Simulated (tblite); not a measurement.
Isomers of C3H6P2. All values are computed: GFN2-xTB (tblite) harmonic vibrations without scaling, gas phase. Errors from tens to a few hundred cm⁻¹ against measured bands are possible. Modes of hydrogen on phosphorus can be 10 to 20 % off. One conformer each.

Electronic energies: GFN2-xTB at the same geometries; isomer energies are rough at this level and their order can be wrong.

```json
{"SMILES": "CP(C)C#P", "electronic energy, lowest = 0 (kcal/mol)": "8.9"}
{"SMILES": "C=C/C=P\\P", "electronic energy, lowest = 0 (kcal/mol)": "0.0"}
{"SMILES": "C#CPCP", "electronic energy, lowest = 0 (kcal/mol)": "26.8"}
```

Task: How do GFN2-xTB zero-point energies change the relative energies?

Result: 
```csv
SMILES,ZPE (kcal/mol),of it from modes above 1550 cm⁻¹,electronic (kcal/mol),"with ZPE, lowest = 0 (kcal/mol)",lowest mode (cm⁻¹),rings
C=C/C=P\P,47.5,26.4,0.0,0.0,100,0
CP(C)C#P,50.0,28.0,8.9,11.4,93,0
C#CPCP,45.1,26.0,26.8,24.4,63,0
```

The zero-point energies span 4.9 kcal/mol, from `C#CPCP` to `CP(C)C#P`. The order is unchanged.

Task: What do entropy and thermal enthalpy add at 298.15 K and 1 bar (rigid rotor, harmonic oscillator, one conformer each)?

Result: 
```json
{"SMILES": "C=C/C=P\\P", "point group": "C1", "symmetry number": "1", "S (cal/(mol K))": "83.2", "H − H(0) (kcal/mol)": "5.01", "ZPE + H − H(0) − TS (kcal/mol)": "27.7"}
{"SMILES": "CP(C)C#P", "point group": "Cs", "symmetry number": "1", "S (cal/(mol K))": "85.0", "H − H(0) (kcal/mol)": "5.25", "ZPE + H − H(0) − TS (kcal/mol)": "29.9"}
{"SMILES": "C#CPCP", "point group": "C1", "symmetry number": "1", "S (cal/(mol K))": "85.3", "H − H(0) (kcal/mol)": "5.27", "ZPE + H − H(0) − TS (kcal/mol)": "24.9"}
```
